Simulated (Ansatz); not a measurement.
Results of RPBE (Ansatz, a program for electronic structure, PAW) for antifluorite Mg2Sn.

Settings: plane-wave cutoff 520 eV, 20×20×20 k mesh, Fermi–Dirac smearing 0.05 eV, scalar-relativistic PAW data made under PBE.

Computed at the level's own relaxed cell.

```yaml
crystal:
  lattice:
    - [0.00000, 3.44223, 3.44223]
    - [3.44223, 0.00000, 3.44223]
    - [3.44223, 3.44223, 0.00000]
  atoms:
    - { symbol: Mg, position: [0.25000, 0.25000, 0.25000] }
    - { symbol: Mg, position: [0.75000, 0.75000, 0.75000] }
    - { symbol: Sn, position: [0.00000, 0.00000, 0.00000] }
```

Q: Give the elastic tensor (Voigt notation, GPa, ions relaxed, in the Cartesian axes of the cell as printed).

A: 
```
   67.4    23.4    23.4     0.0     0.0     0.0
   23.4    67.4    23.4     0.0     0.0     0.0
   23.4    23.4    67.4     0.0     0.0     0.0
    0.0     0.0     0.0    29.8     0.0     0.0
    0.0     0.0     0.0     0.0    29.8     0.0
    0.0     0.0     0.0     0.0     0.0    29.8
```

Note: the solid has no gap at this level, which affects its response.

Static lattice: no zero-point or thermal effects.
